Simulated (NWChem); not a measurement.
The numbers come from NWChem runs, not from measurements. System: NO, charge 0, spin multiplicity 2, displaced from the optimised geometry. The structure started from a generated list of species. Its SCF solution wasn't tested for a lower state. Level: UPBE0/def2-TZVP.

Output (cleaned and shortened):

```
             Northwest Computational Chemistry Package (NWChem) 7.3.0
             --------------------------------------------------------

                                NWChem Input Module
                                -------------------

 Scaling coordinates for geometry "geometry" by  1.889725989
 (inverse scale =  0.529177249)

 Turning off AUTOSYM since
 SYMMETRY directive was detected!

                             Geometry "geometry" -> ""
                             -------------------------

 Output coordinates in angstroms (scale by  1.889725989 to convert to a.u.)

  No.       Tag          Charge          X              Y              Z
 ---- ---------------- ---------- -------------- -------------- --------------
    1 N                    7.0000     0.00000000     0.00000000     0.63121700
    2 O                    8.0000     0.00000000     0.00000000    -0.55231500

 Effective nuclear repulsion energy (a.u.)      25.0385506636

            Nuclear Dipole moment (a.u.)
            ----------------------------
        X                 Y               Z
 ---------------- ---------------- ----------------
     0.0000000000     0.0000000000    -0.0000018897

      Symmetry information
      --------------------

 Group name             C2v
 Group number             16
 Group order               4
 No. of unique centers     2

      Symmetry unique atoms

     1    2


 Summary of "ao basis" -> "" (spherical)
 ------------------------------------------------------------------------------
       Tag                 Description            Shells   Functions and Types
 ---------------- ------------------------------  ------  ---------------------
 *                         def2-tzvp                  on all atoms

                                 NWChem DFT Module
                                 -----------------

 Summary of "ao basis" -> "ao basis" (spherical)
 ------------------------------------------------------------------------------
       Tag                 Description            Shells   Functions and Types
 ---------------- ------------------------------  ------  ---------------------
 N                         def2-tzvp                11       31   5s3p2d1f
 O                         def2-tzvp                11       31   5s3p2d1f

 Summary of "ao basis" -> "ao basis" (spherical)
 ------------------------------------------------------------------------------
       Tag                 Description            Shells   Functions and Types
[...]
     L   x y z        total         alpha         beta         nuclear
     -   - - -        -----         -----         ----         -------
     0   0 0 0     -0.000000     -8.000000     -7.000000     15.000000

     1   1 0 0     -0.000000     -0.000000      0.000000      0.000000
     1   0 1 0     -0.000000     -0.000000     -0.000000      0.000000
     1   0 0 1     -0.007823     -0.277298      0.269477     -0.000002

     2   2 0 0     -8.011873     -4.629008     -3.382866      0.000000
     2   1 1 0     -0.000000     -0.000000     -0.000000      0.000000
     2   1 0 1     -0.000000     -0.000000     -0.000000      0.000000
     2   0 2 0     -7.192589     -3.768022     -3.424567      0.000000
     2   0 1 1      0.000000      0.000000      0.000000      0.000000
     2   0 0 2     -8.386442    -14.595134    -12.466043     18.674735

            General Information
            -------------------
          SCF calculation type: DFT
          Wavefunction type:  spin polarized.
          No. of atoms     :     2
          No. of electrons :    15
           Alpha electrons :     8
            Beta electrons :     7
          Charge           :     0
          Spin multiplicity:     2
          Use of symmetry is: on ; symmetry adaption is: on
          Maximum number of iterations: 100
          AO basis - number of functions:    62
                     number of shells:    22
          Convergence on energy requested:  1.00D-06
          Convergence on density requested:  1.00D-05
          Convergence on gradient requested:  5.00D-04

              XC Information
              --------------
                         PBE0 Method XC Functional
                     Hartree-Fock (Exact) Exchange  0.250
          PerdewBurkeErnzerhof Exchange Functional  0.750
            Perdew 1991 LDA Correlation Functional  1.000 local
           PerdewBurkeErnz. Correlation Functional  1.000 non-local

             Grid Information
             ----------------
          Grid used for XC integration:  medium
          Radial quadrature: Mura-Knowles
          Angular quadrature: Lebedev.
          Tag              B.-S. Rad. Rad. Pts. Rad. Cut. Ang. Pts.
          ---              ---------- --------- --------- ---------
          N                   0.65       49           6.0       434
          O                   0.60       49           6.0       434
          Grid pruning is: on
          Number of quadrature shells:    98
          Spatial weights used:  Erf1

          Convergence Information
          -----------------------
          Convergence aids based upon iterative change in
          total energy or number of iterations.
          Levelshifting, if invoked, occurs when the
          HOMO/LUMO gap drops below (HL_TOL):  1.00D-02
          DIIS, if invoked, will attempt to extrapolate
          using up to (NFOCK): 10 stored Fock matrices.

                    Damping( 0%)  Levelshifting(0.5)       DIIS
                  --------------- ------------------- ---------------
          dE  on:    start            ASAP                start
          dE off:    2 iters        100 iters           100 iters

      Screening Tolerance Information
      -------------------------------
          Density screening/tol_rho:  1.00D-10
          AO Gaussian exp screening on grid/accAOfunc:  14
          CD Gaussian exp screening on grid/accCDfunc:  20
          XC Gaussian exp screening on grid/accXCfunc:  20
          Schwarz screening/accCoul:  1.00D-08

                            NWChem DFT Gradient Module
                            --------------------------

  charge          =   0.00
  wavefunction    = open shell

  Using symmetry

                         DFT ENERGY GRADIENTS

    atom               coordinates                        gradient
                 x          y          z           x          y          z
   1 N       0.000000   0.000000   1.192827    0.000000   0.000000   0.082500
   2 O       0.000000   0.000000  -1.043724    0.000000   0.000000  -0.082500

                 ----------------------------------------
                 |  Time  |  1-e(secs)   |  2-e(secs)   |
                 ----------------------------------------
                 |  CPU   |       0.00   |       2.75   |
                 ----------------------------------------
                 |  WALL  |       0.00   |       2.75   |
                 ----------------------------------------

 Task  times  cpu:        4.0s     wall:        4.0s

 Total times  cpu:        4.1s     wall:        4.1s
```

Question: Write an NWChem input that would produce this output.

Answer: One answer among several that fit: 
```
start mol
memory heap 200 mb stack 900 mb global 1100 mb
geometry units angstroms nocenter noautoz
  N      0.000000     0.000000     0.631217
  O      0.000000     0.000000    -0.552315
  symmetry group C2v
end
basis spherical
  * library def2-tzvp
end
dft
  xc pbe0
  odft
  mult 2
  semidirect memsize 60000000 filesize 0
  iterations 100
  grid medium
end
task dft gradient
```
